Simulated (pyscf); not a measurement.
Optimised with ωB97X-D3(BJ)/def2-SVP in PySCF.

**Question.** For the elementary gas-phase step H₂N–SiH(NH₂)–NH₂ + H atom (H•) -> H₂N–Si•(NH₂)–NH₂ + hydrogen (H₂) (doublet surface; H–Si broken, H–H formed), what barrier and reaction energy does ωB97M-D3(BJ)/def2-TZVP give, measured from the separated reactants?

**Answer.** ΔE‡ = 20.3 kJ/mol, ΔE = -28.3 kJ/mol. Zero-point energy shifts the barrier by -4.0 kJ/mol. It is a hydrogen abstraction, with an imaginary mode of 918i cm⁻¹. One saddle was located; it need not be the lowest between these sides. The angle at the transferred H is 170°.
